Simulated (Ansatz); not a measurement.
Total energies of FHOSi (`O[Si]F`).

```xyz
4

O    -0.228   -0.061    0.957
Si    0.021    1.021   -0.247
F     0.358    0.045   -1.495
H    -0.151   -1.005    0.785
```

The species carries charge 0 and has multiplicity 1. The structure was optimised at the PBE0-D4/def2-TZVP level. It is one conformer, not always the lowest. Basis def2-TZVPP, Ansatz.

RPA on PBE orbitals: Hartree–Fock energy of these orbitals -463.95469 Eh, correlation -0.90988 Eh (frozen core).

```tsv
functional	kind	energy without D4 (Eh)	D4 term (kJ/mol)
LDA (SPW92)	LDA	-463.01101	–
PBE	GGA	-465.01422	-5.1
revPBE	GGA	-465.21281	-17.1
BLYP	GGA	-465.32545	-11.7
r2SCAN	meta-GGA	-465.22751	-1.1
B97M-V	meta-GGA with VV10	-465.19947	–
PBE0	global hybrid, 25 % exact exchange	-465.03509	-4.2
B3LYP	global hybrid, 20 %	-465.35753	-8.4
r2SCANh	meta-GGA hybrid, 10 %	-465.21495	-1.2
r2SCAN0	meta-GGA hybrid, 25 %	-465.19694	-1.3
HSE06 (plane-wave form)	screened hybrid	-465.02150	-3.9
BHLYP	global hybrid, 50 %	-465.26485	-6.3
CAM-B3LYP	range-separated hybrid	-465.30094	-4.2
LC-ωPBE	long-range corrected hybrid	-465.13694	–
ωB97X-V	range-separated hybrid GGA with VV10	-465.22503	–
ωB97M-V	range-separated hybrid meta-GGA with VV10	-465.27932	–
B2PLYP	double hybrid	-465.12090	–
PBE-QIDH	double hybrid	-464.92754	–
```

B3LYP takes the VWN-RPA correlation (the form of Gaussian; ORCA's B3LYP/G). HSE06 is the plane-wave form, built on full-range PBE exchange. The double hybrids freeze the cores in their second-order part.

LC-ωPBE has ω = 0.4 bohr⁻¹.
